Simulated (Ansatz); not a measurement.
# H4S2Si: the cost of one run

All numbers below are computed with Ansatz 0.2.0 (RKS PBE0-D4/def2-SVP).

## 1. The starting structure

Bond lengths: Si1–S2 2.097 Å, S2–S3 2.042 Å, Si1–H4 1.433 Å, Si1–H5 1.494 Å, Si1–H6 1.555 Å, S3–H7 1.379 Å. Angles: Si1–S2–S3 97.4°, S2–Si1–H4 111.6°, S2–Si1–H5 112.1°, S2–Si1–H6 109.3°, H4–Si1–H5 108.3°, H4–Si1–H6 108.9°, H5–Si1–H6 106.5°, S2–S3–H7 100.1°.

Coordinates:

```xyz
7

Si   -0.8069    0.4865   -0.1725
S     0.3846   -0.1325    1.4383
S     1.3923   -1.6181    0.4648
H    -1.6648   -0.5668   -0.6295
H     0.0134    0.9575   -1.3289
H    -1.6815    1.6938    0.2700
H     2.4242   -0.8884   -0.0878
```

## 2. Relaxing end A

Contents of input.yaml:

```yaml
crystal:
  periodic: [false, false, false]
  atoms:
    - { symbol: Si, position_ang: [-0.8069, 0.4865, -0.1725] }
    - { symbol: S, position_ang: [0.3846, -0.1325, 1.4383] }
    - { symbol: S, position_ang: [1.3923, -1.6181, 0.4648] }
    - { symbol: H, position_ang: [-1.6648, -0.5668, -0.6295] }
    - { symbol: H, position_ang: [0.0134, 0.9575, -1.3289] }
    - { symbol: H, position_ang: [-1.6815, 1.6938, 0.27] }
    - { symbol: H, position_ang: [2.4242, -0.8884, -0.0878] }
basis:
  gaussian: { orbitals: def2-SVP }
hamiltonian:
  xc: pbe0
  dispersion: d4
relax:
  f_tol: 0.015
  max_steps: 40
output:
  orbitals: {}
```

The run is started by

```bash
$ ansatz run input.yaml --threads 1 --pin off --max-ram 2048MiB --backend cpu --events-out ev --progress --plain --runs-dir out
```

What time and memory should one allow on 1 thread of Arm Neoverse V1, shared host?

About 16 s, with a peak of 0.14 GiB.
